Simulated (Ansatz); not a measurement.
NO2 (`O=[N+][O-]`) radical, relaxed with UKS PBE0-D4/def2-TZVP in the Gaussian-basis code of Ansatz from a GFN2-xTB geometry. The force threshold is 0.005 eV/Å; the program also tests the step.

The species carries charge 0 and has multiplicity 2.

Start:

```xyz
3

O    -0.108   -0.756    0.807
N     0.225    0.134    0.106
O    -0.117    0.621   -0.913
```

(1) By how much does the energy fall, and how many steps does the optimiser take? (An estimate is asked.)

(2) Which bonds change most? (Best estimate.)

(3) Give the relaxed structure. (Estimate.)

## Answers

(1) Computed: 1.42 kJ/mol, in 3 steps.

(2) Computed: N2–O3 from 1.180 to 1.183 Å; O1–N2 from 1.181 to 1.183 Å.

(3) Computed: 
```xyz
3

O    -0.116   -0.754    0.795
N     0.241    0.144    0.114
O    -0.125    0.611   -0.909
```
